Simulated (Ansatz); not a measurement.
**Two structures, one formula**

The two ends of one reaction step of C2H6Cl, doublet (PBE0-D4/def2-TZVP).

A:

Cl1  (-1.258, 0.137, -0.843)
C2  (0.408, 0.552, -0.347)
C3  (0.870, -0.306, 0.803)
H4  (-4.428, -0.848, -1.583)
H5  (0.395, 1.609, -0.085)
H6  (1.032, 0.419, -1.230)
H7  (1.891, -0.028, 1.081)
H8  (0.227, -0.173, 1.674)
H9  (0.864, -1.363, 0.530)
(Å)

B:

```
9
angstrom
Cl -2.3701 -0.2969 -1.0088
C 0.8083 0.7398 -0.3192
C 0.8357 -0.2773 0.7536
H -3.5447 -0.7824 -1.1612
H 0.5268 1.7638 -0.1093
H 1.1876 0.5169 -1.3083
H 1.7982 -0.2814 1.2884
H 0.0632 -0.0956 1.5052
H 0.6948 -1.2870 0.3595
```

Ansatz 0.2.0; basis: def2-TZVPP; cores frozen in the correlated methods; orbitals are unrestricted. B3LYP uses VWN-RPA correlation.

(1) Which structure is lower at CCSD(T), and by how much? (To be estimated.)

T1 diagnostic: at most 0.010. ⟨S²⟩ of the unrestricted Hartree–Fock references: 0.75 to 0.76 (a pure state has 0.75).

## Answers

(1) By the calculation: B, by 0.877 eV (electronic energy, against the other). By their contacts, A is a complex of C₂H₅Cl (CCCl) + H and B is a complex of C₂H₅ ([CH2][CH3]) + HCl.

All methods give the same order:

| method | E(B) − E(A) (eV) |
| --- | --- |
| SPW92 | -0.658 |
| PBE-D4 | -0.768 |
| BLYP-D4 | -0.942 |
| r2SCAN-D4 | -0.983 |
| B97M-V | -0.927 |
| PBE0-D4 | -0.806 |
| B3LYP-D4 | -0.969 |
| r2SCAN0-D4 | -0.998 |
| BHLYP-D4 | -1.003 |
| CAM-B3LYP-D4 | -0.944 |
| wB97X-V | -0.800 |
| wB97M-V | -0.837 |
| B2PLYP | -0.895 |
| PBE-QIDH | -0.767 |
| RPA on PBE | -0.858 |
| HF | -0.956 |
| MP2 | -0.647 |
| CCSD | -0.954 |
| CCSD(T) | -0.877 |

Labels in which every atom is bracketed show which atoms are joined, not bond orders.

For scale, one of the runs: CCSD(T)/def2-TZVPP, 188 basis functions, launched by `ansatz run in.yaml --threads 4 --pin off --events-out ev --progress --plain --max-ram 9574MiB`. The run took 82 s on 4 CPU threads of an Arm Neoverse V2 (shared host), with 5 GiB of host memory at its peak.
